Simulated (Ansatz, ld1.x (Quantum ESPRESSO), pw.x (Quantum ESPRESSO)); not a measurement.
**What a changed setting does to a pw.x run (bcc P)**

Potential: norm-conserving RRKJ (Kleinman–Bylander form), ld1.x (Quantum ESPRESSO) 7.5, LDA (PW92); core [Ne], reference 3s2 3p2; waves: 3p (bound): rc 1.90 bohr; 3d channel at 0.05 Ry: rc 1.80 bohr; 3s (bound): rc 1.70 bohr; local part: the s channel; core correction: a·sin(br)/r model core, default radius (core density twice the valence density); rho0 0.02.

The reference run (k-mesh 15³, cutoffs 55/220 Ry, Fermi–Dirac 0.01 Ry, mixing_beta 0.4, conv_thr 1e-9, no spin) gives -0.89 GPa at 13.634 Å³/atom, where all-electron LAPW gives -0.50 GPa. This run, with its own iteration cap, changes k-mesh points per axis to 2.

```
&control
  calculation='scf', prefix='x', pseudo_dir='./', outdir='./tmp', tstress=.true., disk_io='none'
/
&system
  ibrav=0, nat=1, ntyp=1, ecutwfc=55, ecutrho=220, nbnd=9,
  occupations='smearing', smearing='fd', degauss=0.01
/
&electrons
  conv_thr=1e-09, mixing_beta=0.4, electron_maxstep=50
/
ATOMIC_SPECIES
P 1.0 P.UPF
CELL_PARAMETERS angstrom
  -1.50494663 1.50494663 1.50494663
  1.50494663 -1.50494663 1.50494663
  1.50494663 1.50494663 -1.50494663
ATOMIC_POSITIONS crystal
P 0.0000 0.0000 0.0000
K_POINTS automatic
2 2 2 0 0 0
```

```bash
pw.x < P.scf.in > P.scf.out
```

Problem. How does the run end?

Solution. It converges in 11 iterations; the free energy moves by +120.7 meV/atom and the pressure by -6.69 GPa.

```
Message from routine setup:
     using ibrav=0 with symmetry is DISCOURAGED, use correct ibrav instead
     lattice parameter (alat)  =       4.9258  a.u.
     unit-cell volume          =      92.0068 (a.u.)^3
     number of electrons       =         5.00
     number of Kohn-Sham states=            9
     kinetic-energy cutoff     =      55.0000  Ry
     charge density cutoff     =     220.0000  Ry
     scf convergence threshold =      1.0E-09
     Exchange-correlation= PW
     number of k points=     3  Fermi-Dirac smearing, width (Ry)=  0.0100
     iteration #  1     ecut=    55.00 Ry     beta= 0.40
     total energy              =     -15.50944950 Ry
     estimated scf accuracy    <       0.06563932 Ry
     iteration #  2     ecut=    55.00 Ry     beta= 0.40
     total energy              =     -15.50186457 Ry
     estimated scf accuracy    <       0.01622475 Ry
     iteration #  3     ecut=    55.00 Ry     beta= 0.40
     total energy              =     -15.50497921 Ry
     estimated scf accuracy    <       0.00077903 Ry
     [... 5 iterations left out ...]
     iteration #  9     ecut=    55.00 Ry     beta= 0.40
     total energy              =     -15.50456297 Ry
     estimated scf accuracy    <       0.00000006 Ry
     iteration # 10     ecut=    55.00 Ry     beta= 0.40
     total energy              =     -15.50456297 Ry
     estimated scf accuracy    <          8.1E-09 Ry
     iteration # 11     ecut=    55.00 Ry     beta= 0.40
     the Fermi energy is    14.2322 ev
!    total energy              =     -15.50456297 Ry
     estimated scf accuracy    <          2.2E-11 Ry
     smearing contrib. (-TS)   =      -0.01107824 Ry
     The total energy is F=E-TS. E is the sum of the following terms:
     one-electron contribution =       6.25995154 Ry
     hartree contribution      =       0.17602394 Ry
     xc contribution           =      -5.93388128 Ry
     ewald contribution        =     -15.99557893 Ry
     convergence has been achieved in  11 iterations
          total   stress  (Ry/bohr**3)                   (kbar)     P=      -75.76
     Message from routine punch:
     Nothing written, as per user request (disk_io='none')
```

The run took about 0.4 s on one core of a shared host (Neoverse-V1, 32 threads, 247 GiB, load 20).
